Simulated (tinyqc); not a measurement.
Worked calculation: ROHF in the sto-3g basis, for CH3, spin multiplicity 2. One step of it, computed by the program tinyqc.

Question. Iteration 2: DIIS coefficients. Solve [B -1; -1 0][c; lambda] = [0; -1] for the coefficients, which sum to one.

B (overlaps of the stored error matrices):
$$\begin{pmatrix}
1.7459581e+00 & -1.9887983e-01 \\
-1.9887983e-01 & 1.3137189e-01
\end{pmatrix}$$

Give: DIIS coefficients.

Answer.

DIIS coefficients: [0.145, 0.855]
